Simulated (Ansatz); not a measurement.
# CHBSi: the cost of one run

Computed with Ansatz 0.2.0, Gaussian basis. Level: the settings change from run to run.

20 further runs of the same task are left out: 9 that didn't finish, 11 set aside as unsound or not needed.

## 1. The geometry

The geometry is a PBE0/def2-TZVP stationary point (not a proven minimum) with its atoms shifted at random (size 0.040 Å).

4 atoms, charge 0, spin multiplicity 3.

Atoms are counted from 1 here; the program's logs count them from 0.

Bond lengths: B1–C2 1.455 Å, B1–Si3 2.086 Å, C2–Si3 1.770 Å, C2–H4 1.074 Å. Angles: C2–B1–Si3 56.7°, B1–C2–Si3 79.9°, B1–C2–H4 130.0°, Si3–C2–H4 150.0°, B1–Si3–C2 43.4°.

## 2. CCSD(T) on UHF/cc-pVDZ

in.yaml reads:

```yaml
crystal:
  periodic: [false, false, false]
  atoms:
    - {symbol: B, position_ang: [-0.024224, -0.925076, 0.999742]}
    - {symbol: C, position_ang: [-0.025057, 0.525848, 0.889406]}
    - {symbol: Si, position_ang: [0.022907, 0.085416, -0.824622]}
    - {symbol: H, position_ang: [-0.079870, 1.276121, 1.656167]}
basis:
  gaussian: {orbitals: cc-pVDZ, point_charges: [{charge: -1.00, position_ang: [2.649, -0.079, -0.513]}]}
magnetization: {spin_polarized: true, initial_magnetization: 2}
correlation: {method: ccsd_t, electrons: outside_noble_gas}
accuracy: high
output: {forces: true}
```

On the command line:

```
$ ansatz run in.yaml --threads 1 --pin off --events-out ev --progress --plain --max-ram 2393MiB
```

What time and memory should one allow on 1 thread of Arm Neoverse V2, shared host?

About 15 s, with a peak of 0.32 GiB.
